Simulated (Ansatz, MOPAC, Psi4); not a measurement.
System: C₂H₄Cl (charge 0, doublet). SMILES: [CH2]CCl
Geometry from a B3LYP-D3(BJ)/def2-TZVP (Ansatz, a first-principles code) optimisation:
```
C
H 1 1.0854
H 1 1.0854 2 110.78
C 1 1.4545 2 113.91 3 -129.98
H 4 1.0807 1 120.31 2 -31.97
H 4 1.0807 5 118.26 1 167.92
Cl 1 1.8760 2 103.74 3 110.75
```
Charge 0, spin multiplicity 2.

Wanted: enthalpy of formation at 298 K, in kcal/mol. Set-up: no spin-orbit coupling; 6-311+G** with 5d, 6d on Na to Ar in Ansatz; PM7 with its own dispersion and hydrogen-bond terms; UHF or UKS for open shells; dispersion terms only where a functional's name holds one; valence correlation only; six Cartesian d functions in 6-31G* and its kin unless marked 5d; non-relativistic. CBS(X,Y): correlation extrapolated as X^-3; Hartree-Fock from the larger set. [CCSD(T)-MP2]/basis is that difference in the basis named. Ab initio and DFT rows: single points at B3LYP-D3(BJ) geometries (Ansatz), with unscaled harmonic terms from B3LYP/6-31G* at its own minima, enthalpies of formation by atomisation with measured atoms. Semi-empirical rows: MOPAC heats of formation at their own minima for 298 K.

Coupled cluster (Ansatz) is a level with limits of its own, used here on species with T1 under 0.025 (0.045 for open shells) and stable references: RI-MP2/CBS(cc-pV(T+d)Z,cc-pV(Q+d)Z)+[CCSD(T)-MP2]/cc-pV(T+d)Z.

Value to compare with, RI-MP2/CBS(cc-pV(T+d)Z,cc-pV(Q+d)Z)+[CCSD(T)-MP2]/cc-pV(T+d)Z (Ansatz): 23.3 kcal/mol.

```csv
level,program,enthalpy of formation at 298 K (kcal/mol),difference
PM7,MOPAC,10.1,-13.2
HF/STO-3G,Ansatz,68.4,45.1
HF/6-31G*,Ansatz,168.9,145.6
B3LYP/6-31G*,Ansatz,24.9,1.6
B3LYP/cc-pVDZ,Ansatz,34.1,10.8
wB97X-D/6-311+G**,Psi4,26.3,3.0
MP2/3-21G,Ansatz,109.7,86.4
r2SCAN-D4/def2-TZVPD,Ansatz + dftd4,16.0,-7.3
PBE0/def2-TZVPD,Ansatz,17.6,-5.7
B2PLYP-D3(BJ)/def2-TZVPD,Ansatz + dftd3,27.5,4.2
```

Among the 7 habitual levels, HF/6-31G* lies farthest from RI-MP2/CBS(cc-pV(T+d)Z,cc-pV(Q+d)Z)+[CCSD(T)-MP2]/cc-pV(T+d)Z (Ansatz) (145.6 kcal/mol) and B3LYP/6-31G* nearest (1.6); 6 of 7 lie above it, and their mean absolute difference is 43.7 kcal/mol, the median 13.2. One case shows no general order.

The levels are drawn from those run, B3LYP/6-31G* more often than the rest, none by its result; runs whose electronic state is in doubt are left out.
